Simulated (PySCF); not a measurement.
nitrogen dioxide (NO2), SMILES [O]N=O, multiplicity 2.

Coordinates come from a ωB97X-D3(BJ)/def2-TZVP optimisation.

These are TDA-PBE/def2-TZVPD run with PySCF values and carry that method's errors.

Vertical excitations. 

```tsv
state	energy (eV)	λ (nm)	f	main pairs
root 1	3.00	413	0.000	α HOMO→LUMO 100 %
root 2	3.75	331	0.011	α HOMO−2→LUMO 8 %, β HOMO→LUMO 89 %
root 3	4.15	298	0.000	β HOMO−1→LUMO 96 %
root 4	5.19	239	0.000	α HOMO−1→LUMO 25 %, β HOMO→LUMO+1 72 %
root 5	5.22	238	0.000	α HOMO−2→LUMO 48 %, β HOMO−1→LUMO+1 51 %
root 6	5.81	213	0.000	α HOMO−1→LUMO 72 %, β HOMO→LUMO+1 27 %
root 7	6.93	179	0.002	α HOMO→LUMO+1 98 %
root 8	7.46	166	0.054	α HOMO→LUMO+2 99 %
root 9	7.55	164	0.002	α HOMO→LUMO+3 97 %
root 10	7.64	162	0.023	α HOMO→LUMO+4 100 %
```
Unrestricted roots are not spin-pure.
